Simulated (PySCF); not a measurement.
| atom | x (Å) | y (Å) | z (Å) |
| --- | --- | --- | --- |
| N | -0.0026 | -0.0072 | 0.3387 |
| O | -0.0072 | 1.1115 | -0.1472 |
| O | -0.0084 | -1.1221 | -0.1418 |

Basis set: cc-pVTZ (spherical functions). Frozen core: 3 orbitals. Charge -1, multiplicity 1.

Starred EOM-CCSD(T)(a) on the restricted Hartree–Fock determinant with PySCF 2.14.0; the energies are vertical.

Task: The solver was asked for the few lowest roots only. Give the ionization energies of singlet NO₂(-) among them whose weight of singles is over 0.7.

Result:

```json
{"root": "1", "energy (eV)": "0.78", "weight of singles": "0.96"}
{"root": "2", "energy (eV)": "3.94", "weight of singles": "0.95"}
{"root": "3", "energy (eV)": "4.18", "weight of singles": "0.95"}
```

Higher main lines weren't sought. Caution: no diffuse functions for an anion.
